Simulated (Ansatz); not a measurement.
**LiH (triplet): from a generated start to a stationary point**

Where does this start of LiH (triplet) end when it is relaxed?

Program: Ansatz 0.2.0, Gaussian basis. Level of theory: UKS PBE0/def2-TZVP. These are calculated values, not measurements.

## Step 1: The starting structure

2 atoms, charge 0, spin multiplicity 3.

Atoms are counted from 1 here; the program's logs count them from 0.

Bond lengths: Li1–H2 1.590 Å.

The start is set by covalent radii. Sticks and bond lists go by distance. 

## Step 2: Relaxation

The input, in.yaml:

```yaml
crystal:
  periodic: [false, false, false]
  atoms:
    - {symbol: Li, position_ang: [0.000000, 0.000000, 0.000000]}
    - {symbol: H, position_ang: [0.000000, 0.000000, 1.590000]}
basis:
  gaussian: {orbitals: def2-TZVP}
magnetization: {spin_polarized: true, initial_magnetization: 2}
hamiltonian: {xc: pbe0}
relax: {f_tol: 0.004, max_steps: 80}
```

On the command line:

```console
$ ansatz run in.yaml --threads 1 --pin off --events-out ev --progress --plain --max-ram 2176MiB
```

**Question.** What will these runs give? Wanted: energy gained; shift from the start; total energy; dipole moment; ⟨S²⟩.

**Answer**, as computed:

| quantity | value |
| --- | --- |
| steps | 14 |
| energy gained | 0.819 eV |
| shift from the start (rms) | 2.098 Å |
| total energy | -216.8234 eV |
| dipole moment | 0.01 D |
| ⟨S²⟩ | 2.000 |

**Reading.** By distance, Li1–H2 opened. Li1–H2 went from 1.590 to 5.787 Å. No vibrations were run, so this is a stationary point, not a proven minimum, and this spin need not be the ground state's.
